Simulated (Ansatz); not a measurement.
Ansatz (a program for electronic structure) input (CCSD(T)/cc-pCVDZ): A basis named .json is the Basis Set Exchange file of that set (core-valence sets with the plain set on hydrogen).

Ansatz 0.2 input:
```yaml
crystal:
  periodic: [false, false, false]
  atoms:
    - {symbol: C, position_ang: [-0.00000000, -0.00000000, -0.49689011]}
    - {symbol: N, position_ang: [0.00000000, 0.00000000, 0.64927938]}
    - {symbol: H, position_ang: [-0.00000000, -0.00000000, -1.56361504]}
basis:
  gaussian:
    orbitals: cc-pCVDZ.json
magnetization: {spin_polarized: false}
correlation: {method: ccsd_t, frozen_orbitals: {C: 0, H: 0, N: 0}}
```

Output:

```
Functional definition: HF
integrals: 0.01 GiB planned
360 factors; integrals over basis functions are off by at most 1.3e-3 eV
mean field: 0.06 GiB planned
mean field evaluation 1: about -2525.7712 eV, gradient 2.6e1 eV
mean field evaluation 2: about -2525.7746 eV, gradient 2.6e1 eV
mean field evaluation 4: about -2527.5002 eV, gradient 2.3e0 eV
mean field evaluation 8: about -2527.5267 eV, gradient 1.2e-4 eV
mean field evaluation 16: about -2527.5251 eV, gradient 5.9e-1 eV
mean field -2527.52667639 eV, -92.8848921383 hartree, gradient 2.8e-6 eV, S^2 0.000000; 0 other end points of the search recorded, 0 dependent functions left out
reference -2527.52667639 eV, -92.8848921383 hartree; 7, 7 occupied and 34, 34 virtual orbitals, 360 factors
second order -9.72188115 eV of doubles, -0.00000000 eV of singles
coupled cluster: 0.06 GiB planned
cycle   1  -9.69411923 eV  change    2.8e-2 eV  update   7.6e-2
cycle   2  -9.97990280 eV  change   -2.9e-1 eV  update   2.3e-2
cycle   3  -10.04724798 eV  change   -6.7e-2 eV  update   1.1e-2
cycle   4  -10.05001369 eV  change   -2.8e-3 eV  update   3.0e-3
cycle   5  -10.05324999 eV  change   -3.2e-3 eV  update   1.1e-3
cycle   6  -10.05359907 eV  change   -3.5e-4 eV  update   2.2e-4
cycle   7  -10.05362510 eV  change   -2.6e-5 eV  update   4.5e-5
cycle   8  -10.05363583 eV  change   -1.1e-5 eV  update   1.3e-5
perturbative correction -0.33540816 eV, -0.0123260225 hartree
Total energy: -2537.91572038 eV, -93.2666824628 hartree
```
